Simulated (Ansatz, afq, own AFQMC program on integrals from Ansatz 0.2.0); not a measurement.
AFQMC on a folder of integrals that Ansatz 0.2.0 wrote.

```yaml
crystal:
  periodic: [false, false, false]
  atoms:
    - {symbol: Br, position_ang: [0.000000, 0.000000, -2.328771]}
    - {symbol: H, position_ang: [0.000000, 0.000000, -0.527771]}
    - {symbol: N, position_ang: [0.000000, 0.000000, 2.008313]}
    - {symbol: C, position_ang: [0.000000, 0.000000, 0.848229]}
basis:
  gaussian: {orbitals: cc-pVTZ}
magnetization: {spin_polarized: false, initial_magnetization: 1}
correlation: {method: ccsd_t, electrons: outside_noble_gas, hamiltonian_folder: ham}
```

```sh
$ ansatz run in.yaml --threads 1 --pin off --events-out ev --progress --plain --max-ram 16896MiB --backend cuda --devices 0, --max-vram 18GiB
```

afq runs on the folder ham with

```
--method phaseless --trial hf --walkers 1500 --populations 20 --least-time 40 --time-step 0.005 --steps-per-block 20 --equilibration-blocks 112 --max-blocks 4000 --target-error 0.0012000 --factor-cut 1e-05 --start spin_pure --seed 7238 --taylor-order 6
```

Times are imaginary, in 1/Eh. The walk had a cap of 103 s. With eight or more populations the least sampling time is a fifth of least-time, and the error comes from their spread. Filled inner d shells are frozen with the cores.

Output of the walk:

```
orbitals 101  electrons 9 8  factors 656 of 717
reference energy -2665.27442078 Eh
CCSD correlation -0.52819215 Eh in 16 cycles, weight of the determinant in the CISD state 0.8046
energy of the start -2665.274444 Eh
 block  time / (1/Eh)  mean weight  energy / Eh
     1     0.100  1.0028  -2665.421160
     2     0.200  1.0025  -2665.516400
     3     0.300  1.0034  -2665.587947
     4     0.400  1.0043  -2665.637695
     5     0.500  1.0026  -2665.674595
     7     0.700  1.0011  -2665.718404
     9     0.900  1.0008  -2665.755384
    16     1.600  1.0007  -2665.810700
    46     4.600  0.9994  -2665.830357
    76     7.600  0.9993  -2665.820483
   106    10.600  0.9992  -2665.829891
   136    13.600  1.0006  -2665.827064
   166    16.600  1.0001  -2665.815080
   196    19.600  1.0004  -2665.813348
   226    22.600  0.9991  -2665.817103
   256    25.600  1.0011  -2665.829551
   286    28.600  0.9992  -2665.798671
   316    31.600  1.0005  -2665.843371
   346    34.600  1.0006  -2665.812312
   376    37.600  0.9996  -2665.828559
   406    40.600  1.0012  -2665.832266
   436    43.600  1.0006  -2665.816596
   466    46.600  1.0003  -2665.834347
   496    49.600  0.9993  -2665.829751
   526    52.600  0.9988  -2665.805427
   556    55.600  1.0011  -2665.833971
   586    58.600  0.9994  -2665.820400
error from the spread of 20 populations
energy -2665.823339 +/- 0.001239 Eh
(rows thinned)
```

The run passed its tests (sampling time, drift between the halves within three errors, error under three times the target), which doesn't prove that it has relaxed, ending at its cap on processor time.

Against this walk (error 33.7 meV) on the same determinant: CCSD(T) 158.9 meV lower, a separate phaseless walk with a CISD trial and standard settings 177.8 ± 34.9 meV lower. The error is statistical and leaves out the bias of the constraint. None of these is a sure reference here.

Cautions: constraint bias not in the error; no relativity below Rb; no spin-orbit coupling; inner d shell frozen; a spin-contaminated unrestricted determinant lies lower (UHF 282 meV lower, ⟨S²⟩ 0.94); the search met a lower determinant of the same kind, perhaps of another symmetry (203 meV lower), and this one is a saddle point.

The walk took 100 s on 1 × NVIDIA H100 80GB HBM3 with 2 threads of AMD EPYC 7R13 Processor (Zen 3), with other jobs on the host (the card was shared). The log's last line is the phaseless energy.

A walk keeps the symmetry of its determinant, which the program's search chose and which needn't be the lowest solution, so a lower state of the same spin and another symmetry isn't excluded.
